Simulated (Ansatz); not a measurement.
Reaction (SMILES): C#CC → C1=CC1
B3LYP-D3(BJ)/def2-TZVP geometries, fixed; electronic energies without zero-point terms.
Largest species:
```xyz
7

C     -0.0011    -0.0004     0.2181
C     -0.0068    -0.0029     1.4176
C      0.0060     0.0025    -1.2360
H     -0.0119    -0.0051     2.4795
H      0.0152     1.0232    -1.6237
H      0.8874    -0.5130    -1.6226
H     -0.8790    -0.5002    -1.6311
```
Charge 0, spin multiplicity 1.

Basis-set convergence of the isomerisation energy at CCSD(T) with Ansatz (a quantum-chemistry and plane-wave program). Cartesian d functions, on some or all atoms, in 6-31+G*, 6-31G**; all else is spherical. Cores are frozen. No added dispersion term, no relativity. Functions are those of the species that has most. Reference: Hartree-Fock in cc-pVQZ plus the correlation part extrapolated as X^-3 from cc-pVTZ and cc-pVQZ, 23.43 kcal/mol, itself unsure by roughly 0.02 kcal/mol (a third of the extrapolation step and of the last Hartree-Fock step).

```csv
basis,functions,isomerisation energy (kcal/mol)
STO-3G,19,33.26
def2-SVP,62,[?]
6-31+G*,65,22.65
6-31G**,65,21.56
6-311+G**,90,23.41
def2-SVPD,92,[?]
aug-cc-pVDZ,105,[?]
def2-TZVPD,147,23.77
def2-TZVPPD,179,23.47
"6-311++G(3df,3pd)",189,22.91
aug-cc-pVTZ,230,[?]
def2-QZVPP,291,23.34
pcseg-3,312,23.35
```

**Question.** Fill in the missing entries.

**Answer.** 
- def2-SVP, isomerisation energy (kcal/mol): 21.35
- def2-SVPD, isomerisation energy (kcal/mol): 22.16
- aug-cc-pVDZ, isomerisation energy (kcal/mol): 22.73
- aug-cc-pVTZ, isomerisation energy (kcal/mol): 23.59
